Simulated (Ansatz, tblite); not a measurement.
Cost and result up the ladder for the cluster Mg2H2 (the lowest singlet isomer of a short search) (4 atoms). The state is a singlet with charge 0. Geometry: PBE-D4/def2-TZVP.

```xyz
4

Mg   -0.253   -0.960    1.046
Mg    0.251    0.958   -1.049
H    -0.554   -2.112    2.308
H     0.557    2.113   -2.306
```

Ansatz on 4 threads of Arm Neoverse V1 on a shared host; xTB runs through tblite on one thread. Times are rough, summed over both states, and most runs start from the orbitals of an earlier one. CCSD(T)/def2-TZVPP serves as the yardstick here, not as an exact answer. The other state is a doublet.

The xTB rows come from tblite. Correlated methods freeze 2 core orbitals; core or outer-core shells of Mg are correlated, in sets that lack core-valence functions. The structure comes from a short search, and lower isomers may exist.

Raw xTB energies of ions are shifted by several eV.

| level | functions | wall time | vertical IE (eV) | difference from CCSD(T)/def2-TZVPP (eV) |
| --- | --- | --- | --- | --- |
| GFN1-xTB | 12 | 0.002 s | 13.29 | 5.71 |
| GFN2-xTB | 20 | 0.004 s | 11.00 | 3.42 |
| PBE-D4/def2-TZVP (with forces) | 76 | 1.1 s | 7.41 | -0.17 |
| PBE0-D4/def2-TZVP | 76 | 1.3 s | 7.54 | -0.04 |
| r2SCAN-D4/def2-TZVP | 76 | 2.5 s | 7.41 | -0.17 |
| CCSD(T)/def2-TZVPP | 92 | 11 s | 7.58 | 0.00 |
